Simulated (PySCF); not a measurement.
C₃H₈N (charge +1).
Bonds: C1–N2 (double), N2–C3, N2–C4. Hydrogens: H5, H6 on C1; H7, H8, H9 on C3; H10, H11, H12 on C4.

The same species was optimised twice, with GFN2-xTB and with PBE0-D3(BJ)/def2-SVP (PySCF), and the same property calculations (PySCF, gas phase) were run on both structures.

```csv
coordinate,GFN2-xTB,PBE0-D3(BJ)/def2-SVP,change
N2–C3 (Å),1.436,1.463,+0.027
N2–C4 (Å),1.436,1.463,+0.027
C1–H6 (Å),1.082,1.095,+0.013
C1–H5 (Å),1.082,1.095,+0.013
C1=N2 (Å),1.266,1.276,+0.010
C4–H11 (Å),1.091,1.099,+0.008
C3–H9 (Å),1.092,1.099,+0.007
C3–H7 (Å),1.091,1.099,+0.008
C4–H10 (Å),1.088,1.096,+0.008
C4–H12 (Å),1.092,1.099,+0.007
C3–H8 (Å),1.088,1.096,+0.008
H5–C1–H6 (°),117.9,120.3,+2.4
H7–C3–H9 (°),107.4,108.9,+1.5
H11–C4–H12 (°),107.4,108.9,+1.5
N2–C3–H8 (°),111.6,110.2,-1.4
N2–C4–H10 (°),111.5,110.3,-1.2
N2–C3–H9 (°),110.0,108.7,-1.3
N2–C4–H11 (°),109.9,108.7,-1.2
N2–C1–H6 (°),121.0,119.8,-1.2
```

Rotational constants: A = 9904, B = 9189, C = 5065 MHz (GFN2-xTB) against A = 9789, B = 8852, C = 4942 MHz (PBE0-D3(BJ)/def2-SVP). Point groups within 0.08 Å: C2v and C2v. Atoms that the bonding makes alike are paired by their places after alignment.

On the GFN2-xTB structure: lowest singlet, TDDFT (eV) 7.63 [CAM-B3LYP/def2-SVPD]; lowest triplet, Tamm–Dancoff (eV) 4.76 [CAM-B3LYP/def2-SVPD]; isotropic polarisability (au) 40.4 [CAM-B3LYP/def2-SVPD]; HOMO (eV) -16.63 [CAM-B3LYP/def2-SVPD]; LUMO (eV) -6.14 [CAM-B3LYP/def2-SVPD]; HOMO (eV) -15.24 [PBE0/pcSseg-1]; LUMO (eV) -7.33 [PBE0/pcSseg-1]; GIAO shielding of C1 (ppm) 8.6 [PBE0/pcSseg-1]; GIAO shielding of N2 (ppm) 10.5 [PBE0/pcSseg-1]; GIAO shielding of C3/C4 (mean) (ppm) 137.2 [PBE0/pcSseg-1].

Question: What do these properties become on the PBE0-D3(BJ)/def2-SVP structure?

Answer: 
| property | level | on GFN2-xTB | on PBE0-D3(BJ)/def2-SVP | change |
| --- | --- | --- | --- | --- |
| lowest singlet, TDDFT (eV) | CAM-B3LYP/def2-SVPD | 7.63 | 7.62 | -0.01 |
| lowest triplet, Tamm–Dancoff (eV) | CAM-B3LYP/def2-SVPD | 4.76 | 4.69 | -0.07 |
| isotropic polarisability (au) | CAM-B3LYP/def2-SVPD | 40.4 | 41.1 | +0.7 |
| HOMO (eV) | CAM-B3LYP/def2-SVPD | -16.63 | -16.61 | +0.02 |
| LUMO (eV) | CAM-B3LYP/def2-SVPD | -6.14 | -6.13 | +0.01 |
| energy, GFN2-xTB geometry as zero (kcal/mol) | CAM-B3LYP/def2-SVPD | 0.0 | -1.2 | -1.2 |
| HOMO (eV) | PBE0/pcSseg-1 | -15.24 | -15.22 | +0.02 |
| LUMO (eV) | PBE0/pcSseg-1 | -7.33 | -7.32 | +0.01 |
| energy, GFN2-xTB geometry as zero (kcal/mol) | PBE0/pcSseg-1 | 0.0 | -0.9 | -0.9 |
| GIAO shielding of C1 (ppm) | PBE0/pcSseg-1 | 8.6 | 5.0 | -3.6 |
| GIAO shielding of N2 (ppm) | PBE0/pcSseg-1 | 10.5 | -0.3 | -10.8 |
| GIAO shielding of C3/C4 (mean) (ppm) | PBE0/pcSseg-1 | 137.2 | 132.2 | -5.0 |

The heavy atoms differ by 0.021 Å rms after alignment. Among all bonds N2–C3 and N2–C4 change most and about equally (+0.027 Å). Changes are differences of the printed values. Neither structure is proved a minimum here. Geometry: PBE0-D3(BJ)/def2-SVP; no solvent, vibrations or thermal averaging.
